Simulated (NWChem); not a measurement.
**Basis-set dependence for B**

```
B
```
Charge 0, spin multiplicity 2.

Everything below was run with NWChem.

Hartree-Fock energies in Ha, correlation energies in mHa.

The correlated methods keep 1 core orbital frozen. The Pople sets run with spherical d functions. No SCF solution was tested for a lower state. Open-shell Hartree-Fock references start from PBE0 orbitals. No row is a measurement; the coupled-cluster row has its own basis-set and correlation limits.

| basis | functions | UHF | UMP2 | SCS-UMP2 | CCSD on ROHF | CCSD[T] on ROHF | CCSD(T) on ROHF | CCSD on UHF | CCSD[T] on UHF | CCSD(T) on UHF | CCSDT on ROHF | URI-MP2 |
|---|---|---|---|---|---|---|---|---|---|---|---|---|
| 6-31G* | 14 | -24.52197 | -36.1 | -41.3 | -58.9 | -59.7 | -59.7 | -56.3 | -57.1 | -57.1 | -60.0 | not run |
| cc-pVDZ | 14 | -24.52996 | -36.5 | -41.7 | -61.9 | -62.8 | -62.8 | -58.6 | -59.5 | -59.4 | -63.2 | -36.5 |
| cc-pVTZ | 30 | -24.53207 | -44.1 | -50.1 | -68.5 | -70.0 | -70.0 | -64.7 | -66.1 | -66.0 | -70.3 | -44.1 |
| cc-pVQZ | 55 | -24.53297 | -47.0 | -53.5 | -70.3 | -71.9 | -71.9 | -66.4 | -67.9 | -67.9 | not run | -47.0 |

From cc-pVTZ to cc-pVQZ the Hartree-Fock energy moves by -0.9 mHa and the UMP2 correlation energy by -2.9 mHa, which is 6 % of its value in the larger set.
